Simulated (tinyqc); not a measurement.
Worked calculation (part 1 of 2): RHF in the sto-3g basis, for BH3, spin multiplicity 1. Computed by tinyqc, a small Python program that keeps every step (integrals from PySCF). Settings: charge = 0, multiplicity = 1, basis = sto-3g, energy threshold = 1e-08, iteration cap = 62, orthogonalisation = symmetric, start = core, DIIS depth = 0, damping = 0.2, method = RHF. Command: `OMP_NUM_THREADS=1 python tinyqc.py 28332 28333 out.jsonl` (the two numbers bound the seeds that draw the settings). One thread of a shared host (Intel(R) Xeon(R) Processor @ 2.60GHz), about 0.09 s of CPU time with the checks. Later iterations appear only in the table of the cycle.

## One-electron integrals

Geometry (angstrom):
```
atom         x         y        z
B      0.00000   0.00000  0.03600
H      1.44000   0.00000  0.00000
H     -0.72000   1.24700  0.00000
H     -0.72000  -1.24700  0.00000
```

Basis sto-3g: exponents (1/bohr^2) and contraction coefficients of normalised primitives:
```
element  l (shell)  exponent  coefficient
B            s (1)  48.79111      0.15433
B            s (1)   8.88736      0.53533
B            s (1)   2.40527      0.44463
B            s (2)   2.23696     -0.09997
B            s (2)   0.51982      0.39951
B            s (2)   0.16906      0.70012
B            p (3)   2.23696      0.15592
B            p (3)   0.51982      0.60768
B            p (3)   0.16906      0.39196
H            s (1)   3.42525      0.15433
H            s (1)   0.62391      0.53533
H            s (1)   0.16886      0.44463
```

Overlap, kinetic and nuclear-attraction integrals over the contracted functions; the nuclear repulsion is the sum of Za Zb / Rab.

nuclear repulsion = 6.1472307 hartree

overlap S, lower triangle:
```
          1B 1s    1B 2s    1B 2px    1B 2py    1B 2pz    2H 1s    3H 1s    4H 1s
1B 1s   1.00000
1B 2s   0.26933  1.00000
1B 2px  0.00000  0.00000   1.00000
1B 2py  0.00000  0.00000   0.00000   1.00000
1B 2pz  0.00000  0.00000   0.00000   0.00000   1.00000
2H 1s   0.03783  0.35538   0.39633   0.00000  -0.00991  1.00000
3H 1s   0.03784  0.35541  -0.19819   0.34325  -0.00991  0.05007  1.00000
4H 1s   0.03784  0.35541  -0.19819  -0.34325  -0.00991  0.05007  0.05008  1.00000
```

kinetic energy T (hartree), lower triangle:
```
           1B 1s    1B 2s    1B 2px    1B 2py    1B 2pz     2H 1s     3H 1s    4H 1s
1B 1s   10.82630
1B 2s   -0.04797  0.35917
1B 2px   0.00000  0.00000   1.12388
1B 2py   0.00000  0.00000   0.00000   1.12388
1B 2pz   0.00000  0.00000   0.00000   0.00000   1.12388
2H 1s   -0.01105  0.03831   0.12361   0.00000  -0.00309   0.76003
3H 1s   -0.01105  0.03832  -0.06182   0.10707  -0.00309  -0.01070   0.76003
4H 1s   -0.01105  0.03832  -0.06182  -0.10707  -0.00309  -0.01070  -0.01070  0.76003
```

nuclear attraction V (hartree), lower triangle:
```
            1B 1s     1B 2s    1B 2px    1B 2py    1B 2pz     2H 1s     3H 1s     4H 1s
1B 1s   -24.24953
1B 2s    -3.43620  -4.85946
1B 2px    0.00000   0.00001  -4.86978
1B 2py    0.00000   0.00000   0.00000  -4.86978
1B 2pz    0.00095   0.00908   0.00000   0.00000  -4.74591
2H 1s    -0.48408  -1.42127  -1.48433   0.00000   0.03842  -3.47821
3H 1s    -0.48415  -1.42142   0.74226  -1.28556   0.03842  -0.19082  -3.47830
4H 1s    -0.48415  -1.42142   0.74226   1.28556   0.03842  -0.19082  -0.19086  -3.47830
```

core Hamiltonian H = T + V (hartree), lower triangle:
```
            1B 1s     1B 2s    1B 2px    1B 2py    1B 2pz     2H 1s     3H 1s     4H 1s
1B 1s   -13.42323
1B 2s    -3.48417  -4.50029
1B 2px    0.00000   0.00001  -3.74590
1B 2py    0.00000   0.00000   0.00000  -3.74590
1B 2pz    0.00095   0.00908   0.00000   0.00000  -3.62203
2H 1s    -0.49513  -1.38296  -1.36071   0.00000   0.03533  -2.71818
3H 1s    -0.49521  -1.38310   0.68044  -1.17849   0.03533  -0.20152  -2.71827
4H 1s    -0.49521  -1.38310   0.68044   1.17849   0.03533  -0.20152  -0.20156  -2.71827
```

## Two-electron integrals

Functions are numbered as in S; the eight-fold symmetry (ij|kl) = (ji|kl) = (kl|ij) leaves the list below.

Two-electron integrals (ij|kl) in chemists' order, unique and non-zero (hartree):
```
(11|11) 2.92351     (21|11) 0.51838     (21|21) 0.10926     (22|11) 0.74423
(22|21) 0.19318     (22|22) 0.54480     (31|31) 0.02026     (32|31) 0.03000
(32|32) 0.12035     (33|11) 0.74249     (33|21) 0.19324     (33|22) 0.54468
(33|33) 0.58677     (41|41) 0.02026     (42|41) 0.03000     (42|42) 0.12035
(43|43) 0.03163     (44|11) 0.74249     (44|21) 0.19324     (44|22) 0.54468
(44|33) 0.52351     (44|44) 0.58677     (51|51) 0.02026     (52|51) 0.03000
(52|52) 0.12035     (53|53) 0.03163     (54|54) 0.03163     (55|11) 0.74249
(55|21) 0.19324     (55|22) 0.54468     (55|33) 0.52351     (55|44) 0.52351
(55|55) 0.58677     (61|11) 0.07241     (61|21) 0.01522     (61|22) 0.02703
(61|31) 0.00107     (61|32) 0.00199     (61|33) 0.02729     (61|44) 0.02691
(61|51) -2.67e-05   (61|52) -4.98e-05   (61|53) -9.59e-06   (61|55) 0.02691
(61|61) 0.00218     (62|11) 0.19449     (62|21) 0.05138     (62|22) 0.16204
(62|31) 0.00561     (62|32) 0.03588     (62|33) 0.17149     (62|44) 0.15724
(62|51) -0.00014    (62|52) -0.00090    (62|53) -0.00036    (62|55) 0.15724
(62|61) 0.00764     (62|62) 0.06996     (63|11) 0.19028     (63|21) 0.05089
(63|22) 0.16931     (63|31) 0.00956     (63|32) 0.05712     (63|33) 0.18683
(63|44) 0.16046     (63|51) -0.00012    (63|52) -0.00084    (63|53) -0.00050
(63|55) 0.16046     (63|61) 0.00789     (63|62) 0.08525     (63|63) 0.10892
(64|41) 0.00485     (64|42) 0.02338     (64|43) 0.00648     (64|54) -0.00016
(64|64) 0.00715     (65|11) -0.00476    (65|21) -0.00127    (65|22) -0.00423
(65|31) -0.00012    (65|32) -0.00084    (65|33) -0.00435    (65|44) -0.00401
(65|51) 0.00485     (65|52) 0.02340     (65|53) 0.00649     (65|55) -0.00434
(65|61) -0.00020    (65|62) -0.00213    (65|63) -0.00254    (65|65) 0.00722
(66|11) 0.36524     (66|21) 0.09821     (66|22) 0.35167     (66|31) 0.01205
(66|32) 0.10455     (66|33) 0.39118     (66|44) 0.33164     (66|51) -0.00030
(66|52) -0.00261    (66|53) -0.00149    (66|55) 0.33168     (66|61) 0.01479
(66|62) 0.20132     (66|63) 0.26521     (66|65) -0.00663    (66|66) 0.77461
(71|11) 0.07242     (71|21) 0.01522     (71|22) 0.02703     (71|31) -0.00053
(71|32) -0.00100    (71|33) 0.02701     (71|41) 0.00093     (71|42) 0.00173
(71|43) -0.00017    (71|44) 0.02720     (71|51) -2.67e-05   (71|52) -4.98e-05
(71|53) 4.80e-06    (71|54) -8.31e-06   (71|55) 0.02691     (71|61) 0.00209
(71|62) 0.00700     (71|63) 0.00680     (71|64) 0.00026     (71|65) -0.00018
(71|66) 0.01334     (71|71) 0.00218     (72|11) 0.19451     (72|21) 0.05139
(72|22) 0.16206     (72|31) -0.00281    (72|32) -0.01794    (72|33) 0.16082
(72|41) 0.00486     (72|42) 0.03107     (72|43) -0.00617    (72|44) 0.16794
(72|51) -0.00014    (72|52) -0.00090    (72|53) 0.00018     (72|54) -0.00031
(72|55) 0.15726     (72|61) 0.00700     (72|62) 0.04397     (72|63) 0.04349
(72|64) 0.00518     (72|65) -0.00131    (72|66) 0.09477     (72|71) 0.00764
(72|72) 0.06997     (73|11) -0.09515    (73|21) -0.02545    (73|22) -0.08467
(73|31) 0.00603     (73|32) 0.03182     (73|33) -0.08840    (73|41) -0.00204
(73|42) -0.01461    (73|43) 0.00852     (73|44) -0.08527    (73|51) 0.00006
(73|52) 0.00042     (73|53) -0.00025    (73|54) 0.00015     (73|55) -0.08024
(73|61) -0.00317    (73|62) -0.01726    (73|63) -0.01398    (73|64) -0.00138
(73|65) 0.00051     (73|66) -0.03432    (73|71) -0.00394    (73|72) -0.04264
(73|73) 0.03260     (74|11) 0.16480     (74|21) 0.04408     (74|22) 0.14664
(74|31) -0.00204    (74|32) -0.01461    (74|33) 0.14187     (74|41) 0.00838
(74|42) 0.04869     (74|43) -0.00827    (74|44) 0.15890     (74|51) -0.00010
(74|52) -0.00073    (74|53) 0.00015     (74|54) -0.00041    (74|55) 0.13898
(74|61) 0.00602     (74|62) 0.04025     (74|63) 0.03981     (74|64) 0.00821
(74|65) -0.00118    (74|66) 0.08764     (74|71) 0.00683     (74|72) 0.07384
(74|73) -0.04408    (74|74) 0.08349     (75|11) -0.00476    (75|21) -0.00127
(75|22) -0.00423    (75|31) 0.00006     (75|32) 0.00042     (75|33) -0.00410
(75|41) -0.00010    (75|42) -0.00073    (75|43) 0.00015     (75|44) -0.00426
(75|51) 0.00485     (75|52) 0.02340     (75|53) -0.00325    (75|54) 0.00562
(75|55) -0.00434    (75|61) -0.00018    (75|62) -0.00131    (75|63) -0.00127
(75|64) -0.00015    (75|65) 0.00405     (75|66) -0.00294    (75|71) -0.00020
(75|72) -0.00213    (75|73) 0.00127     (75|74) -0.00220    (75|75) 0.00722
(76|11) 0.02626     (76|21) 0.00695     (76|22) 0.02224     (76|31) 0.00032
(76|32) 0.00212     (76|33) 0.02242     (76|41) 0.00056     (76|42) 0.00366
(76|43) 0.00025     (76|44) 0.02271     (76|51) -3.24e-05   (76|52) -0.00021
(76|53) -3.19e-05   (76|54) -0.00006    (76|55) 0.02158     (76|61) 0.00100
(76|62) 0.00803     (76|63) 0.00911     (76|64) 0.00091     (76|65) -0.00027
(76|66) 0.02061     (76|71) 0.00100     (76|72) 0.00803     (76|73) -0.00377
(76|74) 0.00835     (76|75) -0.00027    (76|76) 0.00121     (77|11) 0.36525
(77|21) 0.09821     (77|22) 0.35168     (77|31) -0.00603    (77|32) -0.05228
(77|33) 0.34654     (77|41) 0.01044     (77|42) 0.09055     (77|43) -0.02578
(77|44) 0.37631     (77|51) -0.00030    (77|52) -0.00261    (77|53) 0.00074
(77|54) -0.00129    (77|55) 0.33169     (77|61) 0.01334     (77|62) 0.09476
(77|63) 0.09305     (77|64) 0.01410     (77|65) -0.00294    (77|66) 0.21207
(77|71) 0.01480     (77|72) 0.20134     (77|73) -0.13262    (77|74) 0.22969
(77|75) -0.00663    (77|76) 0.02061     (77|77) 0.77461     (81|11) 0.07242
(81|21) 0.01522     (81|22) 0.02703     (81|31) -0.00053    (81|32) -0.00100
(81|33) 0.02701     (81|41) -0.00093    (81|42) -0.00173    (81|43) 0.00017
(81|44) 0.02720     (81|51) -2.67e-05   (81|52) -4.98e-05   (81|53) 4.80e-06
(81|54) 8.31e-06    (81|55) 0.02691     (81|61) 0.00209     (81|62) 0.00700
(81|63) 0.00680     (81|64) -0.00026    (81|65) -0.00018    (81|66) 0.01334
(81|71) 0.00209     (81|72) 0.00700     (81|73) -0.00363    (81|74) 0.00576
(81|75) -0.00018    (81|76) 0.00093     (81|77) 0.01334     (81|81) 0.00218
(82|11) 0.19451     (82|21) 0.05139     (82|22) 0.16206     (82|31) -0.00281
(82|32) -0.01794    (82|33) 0.16082     (82|41) -0.00486    (82|42) -0.03107
(82|43) 0.00617     (82|44) 0.16794     (82|51) -0.00014    (82|52) -0.00090
(82|53) 0.00018     (82|54) 0.00031     (82|55) 0.15726     (82|61) 0.00700
(82|62) 0.04397     (82|63) 0.04349     (82|64) -0.00518    (82|65) -0.00131
(82|66) 0.09477     (82|71) 0.00700     (82|72) 0.04397     (82|73) -0.02623
(82|74) 0.03507     (82|75) -0.00131    (82|76) 0.00563     (82|77) 0.09477
(82|81) 0.00764     (82|82) 0.06997     (83|11) -0.09515    (83|21) -0.02545
(83|22) -0.08467    (83|31) 0.00603     (83|32) 0.03182     (83|33) -0.08840
(83|41) 0.00204     (83|42) 0.01461     (83|43) -0.00852    (83|44) -0.08527
(83|51) 0.00006     (83|52) 0.00042     (83|53) -0.00025    (83|54) -0.00015
(83|55) -0.08024    (83|61) -0.00317    (83|62) -0.01726    (83|63) -0.01398
(83|64) 0.00138     (83|65) 0.00051     (83|66) -0.03432    (83|71) -0.00363
(83|72) -0.02623    (83|73) 0.01931     (83|74) -0.02060    (83|75) 0.00076
(83|76) -0.00269    (83|77) -0.05875    (83|81) -0.00394    (83|82) -0.04264
(83|83) 0.03260     (84|11) -0.16480    (84|21) -0.04408    (84|22) -0.14664
(84|31) 0.00204     (84|32) 0.01461     (84|33) -0.14187    (84|41) 0.00838
(84|42) 0.04869     (84|43) -0.00827    (84|44) -0.15890    (84|51) 0.00010
(84|52) 0.00073     (84|53) -0.00015    (84|54) -0.00041    (84|55) -0.13898
(84|61) -0.00602    (84|62) -0.04025    (84|63) -0.03981    (84|64) 0.00821
(84|65) 0.00118     (84|66) -0.08764    (84|71) -0.00576    (84|72) -0.03507
(84|73) 0.02060     (84|74) -0.02507    (84|75) 0.00103     (84|76) -0.00466
(84|77) -0.07354    (84|81) -0.00683    (84|82) -0.07384    (84|83) 0.04408
(84|84) 0.08349     (85|11) -0.00476    (85|21) -0.00127    (85|22) -0.00423
(85|31) 0.00006     (85|32) 0.00042     (85|33) -0.00410    (85|41) 0.00010
(85|42) 0.00073     (85|43) -0.00015    (85|44) -0.00426    (85|51) 0.00485
(85|52) 0.02340     (85|53) -0.00325    (85|54) -0.00562    (85|55) -0.00434
(85|61) -0.00018    (85|62) -0.00131    (85|63) -0.00127    (85|64) 0.00015
(85|65) 0.00405     (85|66) -0.00294    (85|71) -0.00018    (85|72) -0.00131
(85|73) 0.00076     (85|74) -0.00103    (85|75) 0.00405     (85|76) -0.00018
(85|77) -0.00294    (85|81) -0.00020    (85|82) -0.00213    (85|83) 0.00127
(85|84) 0.00220     (85|85) 0.00722     (86|11) 0.02626     (86|21) 0.00695
(86|22) 0.02224     (86|31) 0.00032     (86|32) 0.00212     (86|33) 0.02242
(86|41) -0.00056    (86|42) -0.00366    (86|43) -0.00025    (86|44) 0.02271
(86|51) -3.24e-05   (86|52) -0.00021    (86|53) -3.19e-05   (86|54) 0.00006
(86|55) 0.02158     (86|61) 0.00100     (86|62) 0.00803     (86|63) 0.00911
(86|64) -0.00091    (86|65) -0.00027    (86|66) 0.02061     (86|71) 0.00093
(86|72) 0.00563     (86|73) -0.00269    (86|74) 0.00466     (86|75) -0.00018
(86|76) 0.00089     (86|77) 0.01196     (86|81) 0.00100     (86|82) 0.00803
(86|83) -0.00377    (86|84) -0.00835    (86|85) -0.00027    (86|86) 0.00121
(87|11) 0.02627     (87|21) 0.00695     (87|22) 0.02225     (87|31) -0.00065
(87|32) -0.00423    (87|33) 0.02286     (87|44) 0.02228     (87|51) -3.24e-05
(87|52) -0.00021    (87|53) 0.00006     (87|55) 0.02159     (87|61) 0.00093
(87|62) 0.00563     (87|63) 0.00538     (87|65) -0.00018    (87|66) 0.01196
(87|71) 0.00100     (87|72) 0.00803     (87|73) -0.00535    (87|74) 0.00744
(87|75) -0.00027    (87|76) 0.00089     (87|77) 0.02061     (87|81) 0.00100
(87|82) 0.00803     (87|83) -0.00535    (87|84) -0.00744    (87|85) -0.00027
(87|86) 0.00089     (87|87) 0.00121     (88|11) 0.36525     (88|21) 0.09821
(88|22) 0.35168     (88|31) -0.00603    (88|32) -0.05228    (88|33) 0.34654
(88|41) -0.01044    (88|42) -0.09055    (88|43) 0.02578     (88|44) 0.37631
(88|51) -0.00030    (88|52) -0.00261    (88|53) 0.00074     (88|54) 0.00129
(88|55) 0.33169     (88|61) 0.01334     (88|62) 0.09476     (88|63) 0.09305
(88|64) -0.01410    (88|65) -0.00294    (88|66) 0.21207     (88|71) 0.01334
(88|72) 0.09477     (88|73) -0.05875    (88|74) 0.07354     (88|75) -0.00294
(88|76) 0.01196     (88|77) 0.21208     (88|81) 0.01480     (88|82) 0.20134
(88|83) -0.13262    (88|84) -0.22969    (88|85) -0.00663    (88|86) 0.02061
(88|87) 0.02061     (88|88) 0.77461
```

## Orthogonalisation

S = U s U^T; symmetric (Loewdin) form X = U s^(-1/2) U^T, so that X^T S X = 1.

eigenvalues of S: 0.39071  0.48889  0.48891  0.96655  1.00141  1.46103  1.46103  1.74147

X, lower triangle:
```
           1B 1s     1B 2s    1B 2px    1B 2py   1B 2pz     2H 1s     3H 1s    4H 1s
1B 1s    1.03227
1B 2s   -0.16549   1.21985
1B 2px   0.00000  -0.00002   1.11322
1B 2py   0.00000   0.00000   0.00000   1.11322
1B 2pz   0.00065  -0.00516   0.00000   0.00000  1.00014
2H 1s    0.02373  -0.22214  -0.24578   0.00000  0.00603   1.13676
3H 1s    0.02373  -0.22217   0.12291  -0.21287  0.00603  -0.00749   1.13679
4H 1s    0.02373  -0.22217   0.12291   0.21287  0.00603  -0.00749  -0.00749  1.13679
```

## Starting guess

The start is the orbitals of the core Hamiltonian; D = 2 C_occ C_occ^T.

D at the start, lower triangle:
```
           1B 1s     1B 2s    1B 2px    1B 2py   1B 2pz     2H 1s     3H 1s    4H 1s
1B 1s    2.17395
1B 2s   -0.66659   2.53193
1B 2px   0.00001  -0.00003   2.29068
1B 2py   0.00000   0.00000   0.00000   2.29067
1B 2pz   0.02178  -0.08757   0.00000   0.00000  0.00303
2H 1s    0.05725  -0.19270  -0.28779   0.00000  0.00666   0.05084
3H 1s    0.05725  -0.19271   0.14391  -0.24923  0.00666  -0.00339   0.05085
4H 1s    0.05725  -0.19271   0.14391   0.24923  0.00666  -0.00339  -0.00339  0.05085
```

## Iteration 1: building the Fock matrix

J_ij = sum D_kl (ij|kl), K_ij = sum D_kl (ik|jl); F = H + J - 0.5 K; E = tr D H + tr D J / 2 - 0.25 tr D K + E_nn.

Coulomb J (hartree), lower triangle:
```
           1B 1s     1B 2s    1B 2px    1B 2py    1B 2pz    2H 1s    3H 1s    4H 1s
1B 1s   10.47907
1B 2s    2.22897   4.81937
1B 2px   0.00000   0.00000   4.85441
1B 2py   0.00000   0.00000   0.00000   4.85441
1B 2pz  -0.00387  -0.01675   0.00000   0.00000   4.73609
2H 1s    0.31192   1.38036   1.41899   0.00000  -0.03813  2.86543
3H 1s    0.31197   1.38050  -0.70959   1.22896  -0.03814  0.18869  2.86554
4H 1s    0.31197   1.38050  -0.70959  -1.22896  -0.03814  0.18869  0.18873  2.86554
```

exchange K (hartree), lower triangle:
```
           1B 1s     1B 2s    1B 2px    1B 2py    1B 2pz    2H 1s    3H 1s    4H 1s
1B 1s    6.03973
1B 2s    1.16976   1.68918
1B 2px   0.00000   0.00000   1.52335
1B 2py   0.00000   0.00000   0.00000   1.52335
1B 2pz  -0.00227  -0.04630   0.00000   0.00000   0.41970
2H 1s    0.17592   0.44124   0.37343   0.00000  -0.01426  0.24693
3H 1s    0.17595   0.44129  -0.18674   0.32343  -0.01426  0.07086  0.24698
4H 1s    0.17595   0.44129  -0.18674  -0.32343  -0.01426  0.07086  0.07088  0.24698
```

Fock matrix F (hartree), lower triangle:
```
           1B 1s     1B 2s    1B 2px    1B 2py   1B 2pz     2H 1s     3H 1s    4H 1s
1B 1s   -5.96402
1B 2s   -1.84008  -0.52551
1B 2px   0.00000   0.00002   0.34684
1B 2py   0.00000   0.00000   0.00000   0.34684
1B 2pz  -0.00178   0.01548   0.00000   0.00000  0.90421
2H 1s   -0.27118  -0.22322  -0.12844   0.00000  0.00432   0.02379
3H 1s   -0.27121  -0.22324   0.06423  -0.11124  0.00432  -0.04826   0.02378
4H 1s   -0.27121  -0.22324   0.06423   0.11124  0.00432  -0.04826  -0.04827  0.02378
```

total energy of this density = -23.6514271 hartree

This density is the starting one.

## Iteration 1: diagonalisation and new density

Diagonalise F' = X^T F X, C = X C', fill 4 alpha and 4 beta electrons from the bottom; D = 2 C_occ C_occ^T; the new density keeps 0.2 of the old one (damping). Each column has its largest component positive (the first on a tie).

F' = X^T F X (hartree), lower triangle:
```
          1         2         3         4        5         6         7        8
1  -5.77562
2  -1.09556   0.08986
3   0.00000  -0.00001   0.54178
4   0.00000   0.00000   0.00000   0.54179
5  -0.00233   0.00807   0.00000   0.00000  0.90448
6  -0.00771  -0.22077  -0.29040   0.00000  0.00800   0.21255
7  -0.00772  -0.22080   0.14522  -0.25152  0.00800  -0.02157   0.21258
8  -0.00772  -0.22080   0.14522   0.25152  0.00800  -0.02157  -0.02157  0.21258
```

orbital energies (hartree): MO1 -5.97464, MO2 -0.14958, MO3 0.00043, MO4 0.00044, MO5 0.60763, MO6 0.77548, MO7 0.77550, MO8 0.90475

coefficients C:
```
             MO1       MO2       MO3       MO4       MO5       MO6       MO7       MO8
1B 1s    0.98658  -0.20434  -0.00001   0.00000  -0.28207   0.00005   0.00000  -0.00001
1B 2s    0.04990   0.50641   0.00002   0.00000   1.18512  -0.00024   0.00000  -0.00811
1B 2px   0.00000  -0.00003   0.35970   0.00000   0.00018   1.09567   0.00000   0.00001
1B 2py   0.00000   0.00000   0.00000   0.35971   0.00000   0.00000   1.09567   0.00000
1B 2pz  -0.00004  -0.01059   0.00000   0.00000  -0.00178  -0.00001   0.00000   1.00015
2H 1s   -0.00773   0.34733   0.64589   0.00000  -0.59039  -0.71832   0.00000   0.01657
3H 1s   -0.00774   0.34737  -0.32290   0.55933  -0.59023   0.35935  -0.62221   0.01659
4H 1s   -0.00774   0.34737  -0.32290  -0.55933  -0.59023   0.35935   0.62221   0.01659
```

D after iteration 1, lower triangle:
```
           1B 1s     1B 2s    1B 2px    1B 2py    1B 2pz     2H 1s     3H 1s    4H 1s
1B 1s    2.05895
1B 2s   -0.22011   0.92069
1B 2px   0.00001  -0.00002   0.66515
1B 2py   0.00000   0.00000   0.00000   0.66517
1B 2pz   0.00775  -0.02610   0.00000   0.00000   0.00079
2H 1s   -0.11432   0.24229   0.31415   0.00000  -0.00455   0.87077
3H 1s   -0.11433   0.24229  -0.15707   0.27207  -0.00455  -0.14123   0.87071
4H 1s   -0.11433   0.24229  -0.15707  -0.27207  -0.00455  -0.14123  -0.14125  0.87071
```

Within a degenerate level the vectors are fixed only up to a rotation; this is one choice.
